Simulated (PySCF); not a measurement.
# fluoromethylsilane: full NMR table

- Formula: CH5FSi
- SMILES: C[SiH2]F
- Point group of the computed structure: Cs
- Degrees of unsaturation: 0
- Carbon signals: 1
- Proton signals: 2

Structure with atom numbers: `[CH3:1][SiH2:2][F:3]`. Each H is labelled by its parent atom.

All values are calculated (PySCF): σ from GIAO-PBE0/pcSseg-2, geometry: PBE0-D3(BJ)/def2-TZVP. No solvent, one conformer, no relativistic terms, equivalent nuclei averaged.

Shifts are taken against calculated references (same method and geometry level): ¹H (31.52 ppm) and ¹³C (186.03 ppm) and ²⁹Si (342.20 ppm) against TMS; ¹⁹F (174.31 ppm) against CFCl3.

| carbon | δC, type | δH (multiplicity) | HMBC from (2–3 bonds) | span of the C tensor (ppm) |
| --- | --- | --- | --- | --- |
| C1 | -1.7, CH3 | 0.42 (m) | H(Si2) | 24 |

Other nuclei:
| atoms | nucleus | environment | δ (ppm) | σ (ppm) |
| --- | --- | --- | --- | --- |
| H(Si2) | ¹H | hydrogen on a silicon bonded to C, F | 5.38 | 26.15 |
| F3 | ¹⁹F | fluorine bonded to Si | -210.6 | 384.9 |
| Si2 | ²⁹Si | silicon bonded to C, F, 2 H | 4.4 | 337.8 |

δC -1.7: methyl carbon bonded to Si; an electropositive neighbour leaves it electron-rich and shielded. δH 5.38: hydrogen on a silicon bonded to C, F. δH 0.42: hydrogen on a methyl carbon bonded to Si; an electropositive neighbour shields it, as in TMS itself.

Splittings by ¹⁹F in the carbon and heteronuclear signals aren't shown, as no couplings were computed. Shifts are as computed. Against solution values, carbons near 30 ppm lie about +3 ppm off and those near 130 ppm about +9 ppm. Of 1211 compounds with measured shifts, 218 miss one by over three times the rms of a fit or turn the order of signals round; such compounds aren't used in these exercises. Unscaled 19F shifts against computed CFCl3 carry errors that often reach 10 to 50 ppm. No couplings were computed; multiplicities are counted from neighbouring protons, with m where these are inequivalent, close in shift, in a saturated or five-membered ring or joined by F or P, and br s for small geminal =CH2 splittings.
